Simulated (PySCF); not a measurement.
**Basis-set dependence of population analyses: `Cn1cncn1`**

Compound: C3H5N3.
Cartesian coordinates in Å at the PBE0-D3(BJ)/def2-SVP level; atoms count from 1:
```xyz
11
C3H5N3 angstrom
C     -1.549   -0.154   -0.446
N     -0.171   -0.054   -0.048
C      0.609    1.041    0.066
N      1.815    0.699    0.462
C      1.717   -0.646    0.579
N      0.531   -1.143    0.279
H     -2.146   -0.598    0.363
H     -1.930    0.850   -0.669
H     -1.640   -0.784   -1.343
H      0.252    2.048   -0.150
H      2.543   -1.284    0.894
```

PBE0 throughout (PySCF), one geometry, spherical d and f functions. Geometry: PBE0-D3(BJ)/def2-SVP; no solvent, vibrations or thermal averaging. Atoms taken as equivalent share a column and are averaged. The first 7 of 9 kinds of atom are listed.

Mulliken charges (e):

```csv
basis,functions,C1,N2,C3,N4,C5,N6,H7/H8/H9
pcSseg-0,64,-0.337,-0.612,+0.357,-0.645,+0.265,-0.334,+0.259
cc-pVDZ,109,+0.053,-0.171,+0.175,-0.265,+0.113,-0.190,+0.070
aug-cc-pVDZ,183,+0.986,-0.209,+0.370,-0.476,+0.507,-0.296,-0.147
cc-pVTZ,250,-0.178,+0.085,-0.034,-0.230,-0.029,-0.191,+0.111
IGLO-III,260,-0.340,+0.134,+0.163,-0.440,+0.194,-0.314,+0.141
```

IAO charges (e):

```csv
basis,functions,C1,N2,C3,N4,C5,N6,H7/H8/H9
pcSseg-0,64,-0.310,+0.005,+0.015,-0.321,+0.011,-0.247,+0.168
cc-pVDZ,109,-0.309,+0.032,+0.024,-0.337,+0.036,-0.264,+0.163
aug-cc-pVDZ,183,-0.318,+0.035,+0.028,-0.353,+0.042,-0.279,+0.167
cc-pVTZ,250,-0.320,+0.033,+0.029,-0.350,+0.042,-0.275,+0.167
IGLO-III,260,-0.320,+0.033,+0.029,-0.354,+0.043,-0.279,+0.168
```

Hirshfeld charges (e):

```tsv
basis	functions	C1	N2	C3	N4	C5	N6	H7/H8/H9
pcSseg-0	64	-0.038	+0.060	+0.035	-0.217	+0.018	-0.164	+0.057
cc-pVDZ	109	-0.046	+0.052	+0.035	-0.208	+0.020	-0.152	+0.057
aug-cc-pVDZ	183	-0.054	+0.024	+0.043	-0.217	+0.024	-0.153	+0.063
cc-pVTZ	250	-0.052	+0.036	+0.041	-0.215	+0.024	-0.155	+0.061
IGLO-III	260	-0.054	+0.025	+0.042	-0.217	+0.024	-0.154	+0.064
```

ESP-fitted charges (e):

```
      basis  functions      C1      N2      C3      N4      C5      N6  H7/H8/H9
   pcSseg-0         64  -0.848  +0.473  +0.236  -0.731  +0.574  -0.671    +0.269
    cc-pVDZ        109  -0.653  +0.428  +0.101  -0.549  +0.374  -0.536    +0.212
aug-cc-pVDZ        183  -0.744  +0.488  +0.118  -0.604  +0.427  -0.593    +0.234
    cc-pVTZ        250  -0.739  +0.481  +0.102  -0.578  +0.403  -0.573    +0.232
   IGLO-III        260  -0.734  +0.494  +0.104  -0.595  +0.418  -0.592    +0.231
```

Some averages cover members that differ in this geometry, most widely: H7/H8/H9, Mulliken in aug-cc-pVDZ -0.252 to -0.094; H7/H8/H9, ESP-fitted in pcSseg-0 +0.227 to +0.291; H7/H8/H9, ESP-fitted in aug-cc-pVDZ +0.197 to +0.252; H7/H8/H9, ESP-fitted in IGLO-III +0.195 to +0.249 e.

Which scheme is steadiest as the basis changes?

Largest range over the bases for any column: IAO 0.03 e, Hirshfeld 0.04 e, ESP-fitted 0.20 e, Mulliken 1.33 e. IAO and Hirshfeld charges move least and Mulliken charges most, counted in e.

How much do the charges still move between the two largest bases, cc-pVTZ and IGLO-III?

At most, over all atoms: Mulliken 0.223 e, IAO 0.004 e, Hirshfeld 0.010 e, ESP-fitted 0.019 e.

What do the same runs give for the total energy, the frontier levels and the dipole moment?

| basis | energy (Eh) | HOMO (eV) | LUMO (eV) | μ (D) |
| --- | --- | --- | --- | --- |
| pcSseg-0 | -280.5577 | -7.78 | 0.03 | 3.69 |
| cc-pVDZ | -281.2668 | -7.44 | 0.41 | 3.26 |
| aug-cc-pVDZ | -281.2845 | -7.65 | -0.20 | 3.34 |
| cc-pVTZ | -281.3400 | -7.58 | 0.18 | 3.28 |
| IGLO-III | -281.3525 | -7.65 | 0.01 | 3.35 |

The dipole is fixed by the density alone, so its range of 0.43 D shows that the density itself changes with the basis, not only its division among atoms.
